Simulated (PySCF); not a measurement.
Gas-phase reaction: 3 OH = HO2 + H2O

Energies from PySCF, thermal terms from the rigid-rotor harmonic-oscillator model, ideal gas at 1 bar. The comparison is the NASA 1993 polynomial table, which mixes measured and estimated data. † marks an energy on the PBE0/def2-TZVP geometry and frequencies; other levels use their own. CCSD(T) freezes the core. 6-31G* has spherical d functions here. Open shells (unrestricted): OH (multiplicity 2), HO2 (multiplicity 2); the rest are closed-shell singlets. Spin-orbit splitting is ignored; it lowers the true energy and changes the entropy of OH. B3LYP is the form with VWN-RPA correlation. CCSD(T) isn't extrapolated to the basis-set limit. The table's entry may be an old estimate for OH, HO2 (not checked at source).

| level | ΔH°(298 K), kJ |
|---|---|
| table | -347.3 |
| B3LYP/6-31G* | -341.9 |
| BLYP/def2-TZVP† | -362.3 |
| CCSD(T)/def2-SVP† | [?] |
| HF/6-31G* | [?] |
| M06-2X/def2-TZVP† | -341.4 |
| PBE/def2-TZVP† | -396.7 |
| PBE0/def2-QZVP† | [?] |
| PBE0/def2-SVP† | -353.5 |
| r2SCAN/def2-TZVP† | -334.6 |
| ωB97M-V/def2-TZVP† | [?] |

Problem. Fill in the missing entries.

Solution. 
- CCSD(T)/def2-SVP†, ΔH°(298 K), kJ: -306.9
- HF/6-31G*, ΔH°(298 K), kJ: -65.5
- PBE0/def2-QZVP†, ΔH°(298 K), kJ: -340.1
- ωB97M-V/def2-TZVP†, ΔH°(298 K), kJ: -345.1
